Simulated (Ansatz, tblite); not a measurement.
# [CuH2]-: a ladder of methods and basis sets

Aim: run the singlet of [CuH2]- at one geometry on many levels, and compare frontier levels, spin and run time.

Computed with Ansatz 0.2.0, Gaussian basis. Level: as each input shows.

Plan: GFN1-xTB, GFN2-xTB, PBE-D4/def2-TZVPD, r2SCAN-D4/def2-TZVPD, HF/def2-TZVPD, r2SCAN0-D4/def2-TZVPD, revPBE-D4/def2-TZVPD, ωB97X-V/def2-TZVPD, r2SCANh-D4/def2-TZVPD, BHLYP-D4/def2-TZVPD, B97M-V/def2-TZVPD, LC-ωPBE(0.10)/def2-TZVPD, LC-ωPBE(0.15)/def2-TZVPD, LC-ωPBE(0.20)/def2-TZVPD, LC-ωPBE(0.30)/def2-TZVPD, PBE-D4/def2-SVPD, PBE0-D4/def2-SVPD, HF/STO-3G, CCSD(T)/def2-TZVPPD, MP2/def2-TZVPD, RPA/def2-TZVPD.

## 1. The relaxed structure

The singlet was relaxed beforehand with r2SCAN-D4/def2-TZVPD.

3 atoms, charge -1, spin multiplicity 1.

Bond lengths: Cu1–H2 1.554 Å, Cu1–H3 1.554 Å. Angles: H2–Cu1–H3 180.0°.

Formally the metal is d10. No spin-orbit coupling is included. The ion is computed in the gas phase, without counter-ions or solvent.

PBE0-D4/def2-TZVPD was run before; its log isn't repeated, and its numbers join the tables.

## 2. GFN1-xTB

Tight binding, by tblite at 300 K electronic temperature and without a spin-polarisation term:

```python
tblite.interface.Calculator('GFN1-xTB', numbers, positions, charge=-1, uhf=0).singlepoint()
```

Energy -158.0963 eV, HOMO -4.86 eV, LUMO 1.75 eV; 0.003 s.

## 3. GFN2-xTB

Tight binding, by tblite at 300 K electronic temperature and without a spin-polarisation term:

```python
tblite.interface.Calculator('GFN2-xTB', numbers, positions, charge=-1, uhf=0).singlepoint()
```

Energy -140.4611 eV, HOMO -0.42 eV, LUMO 5.07 eV; 0.002 s.

## 4. PBE-D4/def2-TZVPD

start.molden holds the orbitals of an earlier run on this state, given as this run's starting guess.

in.yaml reads:

```yaml
crystal:
  periodic: [false, false, false]
  atoms:
    - {symbol: Cu, position_ang: [0.000024, 0.000013, 0.000004]}
    - {symbol: H, position_ang: [-0.017519, -0.021663, 1.554207]}
    - {symbol: H, position_ang: [0.017495, 0.021650, -1.554211]}
basis:
  gaussian: {orbitals: def2-TZVPD, initial_orbitals: start.molden}
total_charge: -1
hamiltonian: {xc: pbe, dispersion: d4}
scf: {omitted_lower_state_checks: [starts]}
output: {orbitals: {seedname: orbitals}}
```

The run is started by

```bash
$ ansatz run in.yaml --threads 4 --pin off --events-out ev --progress --plain --max-ram 3916MiB
```

The runs that follow: r2SCAN-D4/def2-TZVPD; HF/def2-TZVPD; r2SCAN0-D4/def2-TZVPD; revPBE-D4/def2-TZVPD; ωB97X-V/def2-TZVPD; r2SCANh-D4/def2-TZVPD; BHLYP-D4/def2-TZVPD; B97M-V/def2-TZVPD; LC-ωPBE(0.10)/def2-TZVPD; LC-ωPBE(0.15)/def2-TZVPD; LC-ωPBE(0.20)/def2-TZVPD; LC-ωPBE(0.30)/def2-TZVPD; PBE-D4/def2-SVPD; PBE0-D4/def2-SVPD; HF/STO-3G; CCSD(T)/def2-TZVPPD; MP2/def2-TZVPD; RPA/def2-TZVPD.

Q: Predict the results of all the runs planned. Wanted: gap in def2-TZVPD, named functionals and Hartree-Fock, smallest and largest; gap over the ω; correlation energy, CCSD(T)/def2-TZVPPD; correlation energy, MP2/def2-TZVPD; PBE0 total energy, smallest basis above largest.

The runs gave:

| quantity | value |
| --- | --- |
| gap in def2-TZVPD, named functionals and Hartree-Fock, smallest and largest | 3.19 eV (revPBE-D4), 9.38 eV (HF) |
| gap over the ω (1/bohr) | 5.94 eV at 0.1, 8.38 eV at 0.3 |
| correlation energy, CCSD(T)/def2-TZVPPD | -14.78 eV |
| correlation energy, MP2/def2-TZVPD | -13.53 eV |
| PBE0 total energy, smallest basis above largest | 6.68 eV (def2-SVPD, def2-TZVPD) |

**Reading.** Orbital gaps of the named functionals and Hartree-Fock in def2-TZVPD span 3.19 eV (revPBE-D4) to 9.38 eV (HF); exact exchange widens it. Raising the ω (1/bohr) from 0.1 to 0.3 moves the HOMO by -1.84 eV and the LUMO by +0.59 eV. PBE-D4, revPBE-D4, r2SCAN-D4, B97M-V, r2SCANh-D4 put the HOMO above zero: the outermost electron is held by the basis alone.
